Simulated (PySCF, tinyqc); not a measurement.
RKS/BP86 in the sto-3g basis, for CH2, spin multiplicity 1, step by step. The lowest restricted solution is unstable here: a spin-polarised one lies 0.0158 hartree lower (PySCF). One step of it, computed by the program tinyqc.

Question. Iteration 2: building the Kohn-Sham matrix. J_ij = sum D_kl (ij|kl); F = H + J + V_xc; E = tr D H + tr D J / 2 + E_xc + E_nn.

D after iteration 1, lower triangle:
```
            1C 1s      1C 2s    1C 2px     1C 2py    1C 2pz      2H 1s     3H 1s
1C 1s    2.122325
1C 2s   -0.509460   2.239088
1C 2px   0.000000   0.000000  0.000000
1C 2py   0.011013  -0.055343  0.000000   0.268557
1C 2pz   0.145548  -0.685266  0.000000   0.046074  0.588922
2H 1s    0.002540  -0.301140  0.000000   0.440146  0.544838   1.179884
3H 1s    0.021479  -0.345242  0.000000  -0.403532  0.542163  -0.100511  1.306212
```

core Hamiltonian H = T + V (hartree), lower triangle:
```
             1C 1s      1C 2s     1C 2px     1C 2py     1C 2pz      2H 1s      3H 1s
1C 1s   -18.619364
1C 2s    -4.491150  -5.562701
1C 2px    0.000000   0.000000  -4.449308
1C 2py   -0.001218  -0.010697   0.000000  -4.574800
1C 2pz   -0.015971  -0.172608   0.000000  -0.006033  -4.521268
2H 1s    -0.882594  -2.087075   0.000000  -1.419510  -1.115066  -3.345741
3H 1s    -0.748962  -1.871608   0.000000   1.303844  -1.025394  -0.557446  -3.207748
```

Two-electron integrals (ij|kl) in chemists' order, unique and non-zero (hartree):
```
(11|11) 3.541948    (21|11) 0.576921    (21|21) 0.111888    (22|11) 0.854682
(22|21) 0.205284    (22|22) 0.624709    (31|31) 0.020296    (32|31) 0.030858
(32|32) 0.137996    (33|11) 0.852436    (33|21) 0.205335    (33|22) 0.624568
(33|33) 0.672833    (41|41) 0.020296    (42|41) 0.030858    (42|42) 0.137996
(43|43) 0.036269    (44|11) 0.852436    (44|21) 0.205335    (44|22) 0.624568
(44|33) 0.600295    (44|44) 0.672833    (51|51) 0.020296    (52|51) 0.030858
(52|52) 0.137996    (53|53) 0.036269    (54|54) 0.036269    (55|11) 0.852436
(55|21) 0.205335    (55|22) 0.624568    (55|33) 0.600295    (55|44) 0.600295
(55|55) 0.672833    (61|11) 0.112763    (61|21) 0.021745    (61|22) 0.039852
(61|33) 0.039716    (61|41) 0.001052    (61|42) 0.001966    (61|44) 0.039985
(61|51) 0.000797    (61|52) 0.001489    (61|54) 0.000204    (61|55) 0.039870
(61|61) 0.004320    (62|11) 0.279692    (62|21) 0.068121    (62|22) 0.229237
(62|33) 0.223654    (62|41) 0.005167    (62|42) 0.036151    (62|44) 0.234159
(62|51) 0.003913    (62|52) 0.027378    (62|54) 0.007956    (62|55) 0.229679
(62|61) 0.013821    (62|62) 0.111805    (63|31) 0.006809    (63|32) 0.036275
(63|43) 0.007001    (63|53) 0.005302    (63|63) 0.013462    (64|11) 0.192837
(64|21) 0.047562    (64|22) 0.169709    (64|33) 0.161185    (64|41) 0.009943
(64|42) 0.061024    (64|44) 0.182421    (64|51) 0.002373    (64|52) 0.018743
(64|54) 0.010781    (64|55) 0.165335    (64|61) 0.010086    (64|62) 0.098262
(64|64) 0.098254    (65|11) 0.146040    (65|21) 0.036020    (65|22) 0.128524
(65|33) 0.122069    (65|41) 0.002373    (65|42) 0.018743    (65|44) 0.127548
(65|51) 0.008607    (65|52) 0.050470    (65|54) 0.011150    (65|55) 0.135815
(65|61) 0.007638    (65|62) 0.074416    (65|64) 0.064215    (65|65) 0.062093
(66|11) 0.434664    (66|21) 0.107662    (66|22) 0.412594    (66|33) 0.390856
(66|41) 0.010050    (66|42) 0.095125    (66|44) 0.431969    (66|51) 0.007611
(66|52) 0.072040    (66|54) 0.031136    (66|55) 0.414436    (66|61) 0.022137
(66|62) 0.257233    (66|64) 0.249377    (66|65) 0.188859    (66|66) 0.774606
(71|11) 0.095558    (71|21) 0.018434    (71|22) 0.033806    (71|33) 0.033692
(71|41) -0.000878   (71|42) -0.001650   (71|44) 0.033916    (71|51) 0.000665
(71|52) 0.001249    (71|54) -0.000169   (71|55) 0.033820    (71|61) 0.003562
(71|62) 0.011091    (71|64) 0.007386    (71|65) 0.006136    (71|66) 0.017482
(71|71) 0.003103    (72|11) 0.248880    (72|21) 0.060674    (72|22) 0.205677
(72|33) 0.200571    (72|41) -0.004588   (72|42) -0.032834   (72|44) 0.210179
(72|51) 0.003474    (72|52) 0.024861    (72|54) -0.007275   (72|55) 0.206079
(72|61) 0.011644    (72|62) 0.073378    (72|64) 0.046125    (72|65) 0.047734
(72|66) 0.133145    (72|71) 0.010439    (72|72) 0.091981    (73|31) 0.005912
(73|32) 0.031960    (73|43) -0.006263   (73|53) 0.004742    (73|63) 0.008174
(73|73) 0.010733    (74|11) -0.175377   (74|21) -0.043281   (74|22) -0.155569
(74|33) -0.147815   (74|41) 0.008735    (74|42) 0.054778    (74|44) -0.167054
(74|51) -0.002137   (74|52) -0.017276   (74|54) 0.009824    (74|55) -0.151663
(74|61) -0.007936   (74|62) -0.047574   (74|64) -0.022683   (74|65) -0.030330
(74|66) -0.080170   (74|71) -0.007762   (74|72) -0.082518   (74|74) 0.083415
(75|11) 0.132788    (75|21) 0.032770    (75|22) 0.117790    (75|33) 0.111919
(75|41) -0.002137   (75|42) -0.017276   (75|44) 0.117001    (75|51) 0.007530
(75|52) 0.045041    (75|54) -0.010111   (75|55) 0.124317    (75|61) 0.006571
(75|62) 0.048442    (75|64) 0.029927    (75|65) 0.039045    (75|66) 0.093282
(75|71) 0.005877    (75|72) 0.062479    (75|74) -0.055031   (75|75) 0.052401
(76|11) 0.067829    (76|21) 0.016634    (76|22) 0.059268    (76|33) 0.057431
(76|41) -0.000020   (76|42) -0.000246   (76|44) 0.058982    (76|51) 0.001513
(76|52) 0.011865    (76|54) -0.000072   (76|55) 0.061327    (76|61) 0.003311
(76|62) 0.026784    (76|64) 0.020289    (76|65) 0.019587    (76|66) 0.059175
(76|71) 0.002811    (76|72) 0.024587    (76|74) -0.019238   (76|75) 0.018272
(76|76) 0.008138    (77|11) 0.411789    (77|21) 0.102063    (77|22) 0.394887
(77|33) 0.374477    (77|41) -0.009155   (77|42) -0.089614   (77|44) 0.413057
(77|51) 0.006932    (77|52) 0.067852    (77|54) -0.029211   (77|55) 0.396594
(77|61) 0.019545    (77|62) 0.142283    (77|64) 0.083311    (77|65) 0.098016
(77|66) 0.267674    (77|71) 0.017759    (77|72) 0.229984    (77|74) -0.227142
(77|75) 0.171982    (77|76) 0.059175    (77|77) 0.774606
```

nuclear repulsion = 5.41515573 hartree

V_xc (hartree), lower triangle:
```
            1C 1s      1C 2s     1C 2px     1C 2py     1C 2pz      2H 1s      3H 1s
1C 1s   -2.292477
1C 2s   -0.311515  -0.524633
1C 2px   0.000000   0.000000  -0.476498
1C 2py   0.000275   0.000588   0.000000  -0.539372
1C 2pz   0.005072   0.014070   0.000000  -0.004484  -0.542009
2H 1s   -0.061331  -0.210734   0.000000  -0.170247  -0.127788  -0.503431
3H 1s   -0.051963  -0.190047   0.000000   0.156888  -0.117173  -0.054626  -0.505021
```

E_xc = sum of w rho eps_xc = -6.05105625 hartree

Give: Coulomb J; Kohn-Sham matrix F; total energy of this density.

Answer.

Coulomb J (hartree), lower triangle:
```
         1C 1s   1C 2s  1C 2px  1C 2py  1C 2pz  2H 1s  3H 1s
1C 1s   10.890
1C 2s    2.073   4.794
1C 2px   0.000   0.000   4.696
1C 2py  -0.001  -0.007   0.000   4.847
1C 2pz  -0.002   0.092   0.000   0.005   4.822
2H 1s    0.404   1.821   0.000   1.372   1.068  3.590
3H 1s    0.343   1.647   0.000  -1.275   0.987  0.483  3.537
```

Kohn-Sham matrix F (hartree), lower triangle:
```
          1C 1s   1C 2s  1C 2px  1C 2py  1C 2pz   2H 1s   3H 1s
1C 1s   -10.022
1C 2s    -2.730  -1.293
1C 2px    0.000   0.000  -0.230
1C 2py   -0.002  -0.017   0.000  -0.267
1C 2pz   -0.013  -0.067   0.000  -0.006  -0.241
2H 1s    -0.540  -0.477   0.000  -0.218  -0.175  -0.260
3H 1s    -0.458  -0.415   0.000   0.186  -0.155  -0.129  -0.176
```

total energy of this density = -38.45058 hartree
